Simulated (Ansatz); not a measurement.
Calculated with Ansatz (gas phase, PBE0-D4/def2-TZVP geometries, no zero-point term in ΔE). CCSD(T)/CBS adds triple-zeta CCSD(T) − MP2 to the extrapolated MP2 energy (def2 sets, frozen cores). Functionals use def2-TZVPP. B3LYP here is the variant with VWN-RPA as its local correlation; programs differ in this. HSE06 is defined as in plane-wave codes. Open shells (•) are unrestricted, without spin–orbit coupling. Each species was taken in one conformer, which may not be the lowest.

Consider the isomerisation: `C[CH]CF`• → `[CH2]CCF`•.

```csv
level,ΔE (kJ/mol)
r2SCAN-D4,12.4
r2SCAN0-D4,10.7
B2PLYP,10.7
B3LYP,13.5
HSE06,12.7
CCSD(T)/def2-TZVPP,7.1
SCS-MP2/def2-QZVPP,6.2
CCSD/CBS(def2),7.6
```

(1) What does CCSD(T)/CBS give? (Estimate.)

(2) What do rigid-rotor, harmonic-oscillator terms from PBE0-D4/def2-TZVP frequencies (298.15 K, 1 bar) make of the CCSD(T)/CBS value? (Estimate.)

Largest T1 diagnostic among the species: 0.012.

Answers

(1) Computed: +8.0 kJ/mol. The listed levels differ from it by 4.4, 2.7, 2.7, 5.5, 4.7, -0.9, -1.8, -0.4 kJ/mol.

(2) Computed: ΔZPE = +0.7 kJ/mol, ΔH = +7.6 kJ/mol, ΔS = -16 J/(mol·K), ΔG = +12.3 kJ/mol. Open shells count their whole term as degenerate.

Leaving LDA and LC-ωPBE aside and taking each functional with its dispersion term where it has one, the values, not all of them listed here, spread over 6.7 kJ/mol, from PBE-QIDH to PBE-D4. From PBE to PBE0 (25 % exact exchange), in def2-TZVPP and without D4, ΔE moves by −3.2 kJ/mol.
